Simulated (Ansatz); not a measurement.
System: rock-salt GdN. Method: LDA (PAW; Ansatz, a program for electronic structure).

Settings: plane-wave cutoff 520 eV, 12×12×12 k mesh, Fermi–Dirac smearing 0.01 eV, spin-polarised with parallel moments, scalar-relativistic PAW data made under PBE.

A third-order Birch–Murnaghan fit to the energies gives V0 = 14.537 Å³/atom, B0 = 170 GPa, B′ = 4.1.

| V (Å³/atom) | P (GPa) |
|---|---|
| 13.666 | 11.96 |
| 13.957 | ___ |
| 14.248 | ___ |
| 14.539 | -0.01 |
| 14.829 | -3.26 |
| 15.120 | ___ |
| 15.411 | -8.81 |

Estimate the withheld pressures from this fit; the answers are the runs' own values.


- 13.957, P (GPa): 7.53
- 14.248, P (GPa): 3.54
- 15.120, P (GPa): -6.17

The formula P = (3/2) B0 (x^(7/3) − x^(5/3)) [1 + (3/4)(B′ − 4)(x^(2/3) − 1)] with x = V0/V meets the computed pressures within 0.04 GPa when these rounded values are put in.

Measured, for comparison: bulk modulus 192 ± 35 GPa (temperature not stated, not corrected to a static lattice; as tabulated in Doll (2008), arXiv:0801.3152); equilibrium volume per atom 15.38 Å³/atom (temperature not stated, not corrected to a static lattice; as tabulated in Natali et al. (2013), arXiv:1208.2410). Computed (rounded) less measured: bulk modulus -11 % (inside the measured uncertainty), equilibrium volume per atom -5.5 %.

Note: the 4f shell is treated without U or exact exchange, so its levels and filling can be wrong.

Spin–orbit coupling is not included; it can open a gap where bands touch, and shift volumes and moduli.
